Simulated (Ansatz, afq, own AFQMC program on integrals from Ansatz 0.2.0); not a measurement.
**Where AFQMC and coupled cluster stand for CH2N, doublet**

```xyz
4

N     0.0000   -0.1720    0.5481
C     0.0000    0.1950   -0.6214
H     0.0000    0.5353    1.2828
H     0.0000   -0.4685   -1.4949
```

Connectivity, by distances: NH–CH.

Basis cc-pVDZ. Noble-gas cores (and the filled d shells of Ga–Kr and In–Xe) are frozen. AFQMC by an in-house program on the Cholesky factors that Ansatz 0.2.0 writes for its CCSD(T) run. ph-AFQMC/CISD is guided by a CISD state made of CCSD amplitudes; releasing the constraint for a short imaginary time cuts its bias at the price of noise, slowly where states lie close. Free projection: walkers drawn from exp(T), propagated without any constraint. Its projection time is finite, and what remains of the start isn't in its error. Uncertainties: one standard error, sampling alone.

Determinant: UHF, the one that the program's search chose, which needn't be the lowest solution. The geometry is a point of a scan.

No full CI on the walks' own integrals is used here; CCSDT(Q) serves as the reference and is uncertain by about the last step of the cluster series.

Cautions: unrestricted determinant slightly spin contaminated (⟨S²⟩ 0.82 against 0.75).

* T1 diagnostic: 0.0363
* weight of the determinant in the CISD state: 0.866
* ⟨S²⟩ of the determinant: 0.820
* size of the correlated space: 11 electrons in 36 orbitals

```json
{"level": "MP2", "correlation energy (eV)": "-7.3671"}
{"level": "CCSD", "correlation energy (eV)": "-8.0510"}
{"level": "CCSD(T)", "correlation energy (eV)": "-8.3369"}
```

(1) Estimate where free-projection AFQMC lies against CCSD(T) on the same integrals.

(1) 4.4 ± 2.4 kJ/mol below CCSD(T). The gap is under twice the noise, so this walk alone can't tell the two apart.

Reference: CCSDT(Q), correlation energy -8.388 eV. The released energy is read at 2.40 1/Eh (meV from the phaseless value at times in 1/Eh: 12 ± 18 at 0.24, 21 ± 19 at 0.51, 3 ± 23 at 0.99, 12 ± 22 at 1.62, -9 ± 33 at 2.40).

| level | E − E(reference) (kJ/mol) | share of correlation (%) |
| --- | --- | --- |
| CCSD(T) | 4.9 | 99.39 |
| CCSDT | 2.5 | 99.68 |
| ph-AFQMC/HF | -11.5 ± 7.8 | 101.41 |
| ph-AFQMC/CISD | -0.2 ± 1.8 | 100.03 |
| released AFQMC | -1.1 ± 3.2 | 100.13 |
| free AFQMC | 0.5 ± 2.4 | 99.94 |

Free projections are given only where their last times agree within the noise and don't stop above the reference; a slow remainder of the start can still hide under it. A walk keeps the symmetry of its determinant, which the program's search chose and which needn't be the lowest solution, so a lower state of the same spin and another symmetry isn't excluded. Released energies are given only where the last usable release times agree within the noise; a slower fall can still hide under it.
